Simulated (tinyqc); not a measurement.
Inside a calculation. Method: UKS/PBE0 in the sto-3g basis, for CH, spin multiplicity 4. One step of it, computed by the program tinyqc.

Problem. Iteration 2: building the Kohn-Sham matrix. J_ij = sum D_kl (ij|kl) with D = D(alpha) + D(beta), K_ij = sum D_kl (ik|jl) for each spin; F = H + J - 0.25 K(s) + V_xc; E = tr D H + tr D J / 2 - 0.125 sum_s tr D(s) K(s) + E_xc + E_nn.

D(alpha) after iteration 1, order 1C 1s, 1C 2s, 1C 2px, 1C 2py, 1C 2pz, 2H 1s:
```
[[1.068200, -0.278346, 0.000000, 0.000000, -0.014277, 0.022331],
 [-0.278346, 1.129774, 0.000000, 0.000000, 0.071480, -0.076773],
 [0.000000, 0.000000, 1.000000, 0.000000, 0.000000, 0.000000],
 [0.000000, 0.000000, 0.000000, 1.000000, 0.000000, 0.000000],
 [-0.014277, 0.071480, 0.000000, 0.000000, 1.077719, -0.098464],
 [0.022331, -0.076773, 0.000000, 0.000000, -0.098464, 0.013395]]
```

D(beta) after iteration 1, order 1C 1s, 1C 2s, 1C 2px, 1C 2py, 1C 2pz, 2H 1s:
```
[[1.066144, -0.267498, 0.000000, 0.000000, 0.024690, 0.010684],
 [-0.267498, 1.075899, 0.000000, 0.000000, -0.112713, -0.028982],
 [0.000000, 0.000000, 0.000000, 0.000000, 0.000000, 0.000000],
 [0.000000, 0.000000, 0.000000, 0.000000, 0.000000, 0.000000],
 [0.024690, -0.112713, 0.000000, 0.000000, 0.011819, 0.003025],
 [0.010684, -0.028982, 0.000000, 0.000000, 0.003025, 0.000793]]
```

core Hamiltonian H = T + V (hartree), order 1C 1s, 1C 2s, 1C 2px, 1C 2py, 1C 2pz, 2H 1s:
```
[[-18.209695, -4.389404, 0.000000, 0.000000, -0.014427, -0.900288],
 [-4.389404, -5.157281, 0.000000, 0.000000, -0.153330, -1.997541],
 [0.000000, 0.000000, -4.073886, 0.000000, 0.000000, 0.000000],
 [0.000000, 0.000000, 0.000000, -4.073886, 0.000000, 0.000000],
 [-0.014427, -0.153330, 0.000000, 0.000000, -4.182327, -1.715924],
 [-0.900288, -1.997541, 0.000000, 0.000000, -1.715924, -3.114600]]
```

Two-electron integrals (ij|kl) in chemists' order, unique and non-zero (hartree):
```
(11|11) 3.541948   (21|11) 0.576921   (21|21) 0.111888   (22|11) 0.854682
(22|21) 0.205284   (22|22) 0.624709   (31|31) 0.020296   (32|31) 0.030858
(32|32) 0.137996   (33|11) 0.852436   (33|21) 0.205335   (33|22) 0.624568
(33|33) 0.672833   (41|41) 0.020296   (42|41) 0.030858   (42|42) 0.137996
(43|43) 0.036269   (44|11) 0.852436   (44|21) 0.205335   (44|22) 0.624568
(44|33) 0.600295   (44|44) 0.672833   (51|51) 0.020296   (52|51) 0.030858
(52|52) 0.137996   (53|53) 0.036269   (54|54) 0.036269   (55|11) 0.852436
(55|21) 0.205335   (55|22) 0.624568   (55|33) 0.600295   (55|44) 0.600295
(55|55) 0.672833   (61|11) 0.117673   (61|21) 0.022690   (61|22) 0.041573
(61|33) 0.041430   (61|44) 0.041430   (61|51) 0.001382   (61|52) 0.002578
(61|55) 0.041872   (61|61) 0.004704   (62|11) 0.288022   (62|21) 0.070132
(62|22) 0.235535   (62|33) 0.229832   (62|44) 0.229832   (62|51) 0.006676
(62|52) 0.046427   (62|55) 0.246717   (62|61) 0.014844   (62|62) 0.117375
(63|31) 0.007059   (63|32) 0.037452   (63|53) 0.009027   (63|63) 0.014251
(64|41) 0.007059   (64|42) 0.037452   (64|54) 0.009027   (64|64) 0.014251
(65|11) 0.247623   (65|21) 0.061065   (65|22) 0.217458   (65|33) 0.206518
(65|44) 0.206518   (65|51) 0.012115   (65|52) 0.077152   (65|55) 0.239103
(65|61) 0.013519   (65|62) 0.128678   (65|65) 0.152761   (66|11) 0.440863
(66|21) 0.109175   (66|22) 0.417255   (66|33) 0.395190   (66|44) 0.395190
(66|51) 0.012914   (66|52) 0.121089   (66|55) 0.460867   (66|61) 0.023430
(66|62) 0.264510   (66|65) 0.320052   (66|66) 0.774606
```

nuclear repulsion = 2.68845323 hartree

V_xc(alpha) (hartree), order 1C 1s, 1C 2s, 1C 2px, 1C 2py, 1C 2pz, 2H 1s:
```
[[-1.721974, -0.256317, 0.000000, 0.000000, -0.000155, -0.052731],
 [-0.256317, -0.483972, 0.000000, 0.000000, 0.002128, -0.161963],
 [0.000000, 0.000000, -0.483549, 0.000000, 0.000000, 0.000000],
 [0.000000, 0.000000, 0.000000, -0.483549, 0.000000, 0.000000],
 [-0.000155, 0.002128, 0.000000, 0.000000, -0.481140, -0.138602],
 [-0.052731, -0.161963, 0.000000, 0.000000, -0.138602, -0.207642]]
```

V_xc(beta) (hartree), order 1C 1s, 1C 2s, 1C 2px, 1C 2py, 1C 2pz, 2H 1s:
```
[[-1.692680, -0.238785, 0.000000, 0.000000, 0.001255, -0.048923],
 [-0.238785, -0.374778, 0.000000, 0.000000, 0.018831, -0.118540],
 [0.000000, 0.000000, -0.374000, 0.000000, 0.000000, 0.000000],
 [0.000000, 0.000000, 0.000000, -0.374000, 0.000000, 0.000000],
 [0.001255, 0.018831, 0.000000, 0.000000, -0.370411, -0.095802],
 [-0.048923, -0.118540, 0.000000, 0.000000, -0.095802, -0.147166]]
```

E_xc = sum of w rho eps_xc = -4.48617395 hartree

Give: Coulomb J; exchange K(alpha); exchange K(beta); F(alpha); F(beta); total energy of this density.

Solution.

Coulomb J (hartree), order 1C 1s, 1C 2s, 1C 2px, 1C 2py, 1C 2pz, 2H 1s:
```
[[11.3545, 2.1729, 0.0000, 0.0000, -0.0056, 0.4413],
 [2.1729, 4.8249, 0.0000, 0.0000, -0.0334, 1.7378],
 [0.0000, 0.0000, 4.8203, 0.0000, 0.0000, 0.0000],
 [0.0000, 0.0000, 0.0000, 4.8203, 0.0000, 0.0000],
 [-0.0056, -0.0334, 0.0000, 0.0000, 4.8180, 1.5580],
 [0.4413, 1.7378, 0.0000, 0.0000, 1.5580, 2.9204]]
```

exchange K(alpha) (hartree), order 1C 1s, 1C 2s, 1C 2px, 1C 2py, 1C 2pz, 2H 1s:
```
[[3.6528, 0.6718, 0.0000, 0.0000, 0.0000, 0.1450],
 [0.6718, 1.0951, 0.0000, 0.0000, 0.0022, 0.3759],
 [0.0000, 0.0000, 0.9016, 0.0000, 0.0000, 0.0000],
 [0.0000, 0.0000, 0.0000, 0.9016, 0.0000, 0.0000],
 [0.0000, 0.0022, 0.0000, 0.0000, 0.9017, 0.2748],
 [0.1450, 0.3759, 0.0000, 0.0000, 0.2748, 0.2483]]
```

exchange K(beta) (hartree), order 1C 1s, 1C 2s, 1C 2px, 1C 2py, 1C 2pz, 2H 1s:
```
[[3.5894, 0.5779, 0.0000, 0.0000, -0.0041, 0.1177],
 [0.5779, 0.6714, 0.0000, 0.0000, -0.0860, 0.2073],
 [0.0000, 0.0000, 0.1521, 0.0000, 0.0000, 0.0000],
 [0.0000, 0.0000, 0.0000, 0.1521, 0.0000, 0.0000],
 [-0.0041, -0.0860, 0.0000, 0.0000, 0.1589, 0.0118],
 [0.1177, 0.2073, 0.0000, 0.0000, 0.0118, 0.0845]]
```

F(alpha) (hartree), order 1C 1s, 1C 2s, 1C 2px, 1C 2py, 1C 2pz, 2H 1s:
```
[[-9.4903, -2.6407, 0.0000, 0.0000, -0.0201, -0.5480],
 [-2.6407, -1.0901, 0.0000, 0.0000, -0.1852, -0.5157],
 [0.0000, 0.0000, 0.0375, 0.0000, 0.0000, 0.0000],
 [0.0000, 0.0000, 0.0000, 0.0375, 0.0000, 0.0000],
 [-0.0201, -0.1852, 0.0000, 0.0000, -0.0709, -0.3652],
 [-0.5480, -0.5157, 0.0000, 0.0000, -0.3652, -0.4639]]
```

F(beta) (hartree), order 1C 1s, 1C 2s, 1C 2px, 1C 2py, 1C 2pz, 2H 1s:
```
[[-9.4452, -2.5997, 0.0000, 0.0000, -0.0177, -0.5373],
 [-2.5997, -0.8750, 0.0000, 0.0000, -0.1464, -0.4301],
 [0.0000, 0.0000, 0.3344, 0.0000, 0.0000, 0.0000],
 [0.0000, 0.0000, 0.0000, 0.3344, 0.0000, 0.0000],
 [-0.0177, -0.1464, 0.0000, 0.0000, 0.2255, -0.2567],
 [-0.5373, -0.4301, 0.0000, 0.0000, -0.2567, -0.3625]]
```

total energy of this density = -37.352584 hartree
